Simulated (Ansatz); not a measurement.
C4H12N2 (`CC(C)(C)NN`) from Hartree–Fock to CCSD(T)

| atom | x (Å) | y (Å) | z (Å) |
| --- | --- | --- | --- |
| C1 | -0.381 | 0.026 | -1.428 |
| C2 | 0.229 | 0.137 | -0.031 |
| C3 | 1.746 | 0.053 | -0.118 |
| C4 | -0.189 | 1.448 | 0.618 |
| N5 | -0.184 | -0.967 | 0.845 |
| N6 | -1.585 | -1.099 | 0.940 |
| H7 | -0.094 | -0.918 | -1.905 |
| H8 | -1.471 | 0.073 | -1.377 |
| H9 | -0.041 | 0.841 | -2.072 |
| H10 | 2.189 | 0.112 | 0.878 |
| H11 | 2.141 | 0.869 | -0.725 |
| H12 | 2.063 | -0.888 | -0.580 |
| H13 | 0.286 | 1.553 | 1.596 |
| H14 | -1.271 | 1.469 | 0.756 |
| H15 | 0.101 | 2.296 | -0.007 |
| H16 | 0.246 | -1.825 | 0.511 |
| H17 | -1.814 | -1.453 | 1.858 |
| H18 | -1.970 | -1.727 | 0.243 |

Total charge 0; spin multiplicity 1. Geometry: relaxed with PBE0-D4/def2-TZVP. It is one conformer, not always the lowest. Frozen core, restricted reference, Ansatz. CBS rows extrapolate triple and quadruple zeta; past MP2 they add the triple-zeta difference.

| basis | HF (Eh) | MP2 corr. |
| --- | --- | --- |
| def2-SVP | -267.12234 | -0.92779 |
| def2-TZVPP | -267.42221 | -1.14099 |
| def2-QZVPP | -267.43509 | -1.21536 |

Problem. Estimate the CCSD correlation energy and the (T) correction in each basis where they were run (hartree).

Solution. 
```
     basis  CCSD corr.       (T)
  def2-SVP    -1.00106  -0.02947
def2-TZVPP    -1.19760  -0.04762
 CBS(def2)    -1.32706     as TZ
```
